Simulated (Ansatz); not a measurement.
A run of Ansatz (development build ahead of 0.2.0) on singlet C2H2O2 at this shape:

```xyz
6

C     0.0000    0.0263   -0.8204
C     0.0000   -0.0263    0.8204
O     0.0000    1.1494   -1.4659
O     0.0000   -1.1494    1.4659
H     0.0000   -1.0585   -1.3526
H     0.0000    1.0585    1.3526
```

Its results:

* Converged: yes
* Total energy: -226.60991 hartree
* Spin squared of the determinant: 0.000

(1) Which input gives this output? Name the method, the orbitals and the basis set, and write the input.

Answers

(1) RHF in cc-pVTZ. An unrestricted run that stays on the closed shell gives the same numbers.

```yaml
crystal:
  periodic: [false, false, false]
  atoms:
    - { symbol: C, position_ang: [0.0, 0.02634, -0.82042] }
    - { symbol: C, position_ang: [0.0, -0.02634, 0.82042] }
    - { symbol: O, position_ang: [0.0, 1.1494, -1.46588] }
    - { symbol: O, position_ang: [0.0, -1.1494, 1.46588] }
    - { symbol: H, position_ang: [0.0, -1.05854, -1.35256] }
    - { symbol: H, position_ang: [0.0, 1.05854, 1.35256] }
basis:
  gaussian: { orbitals: cc-pVTZ }
hamiltonian:
  xc: hf
```

Caution: in another basis set an unrestricted determinant lies well below.
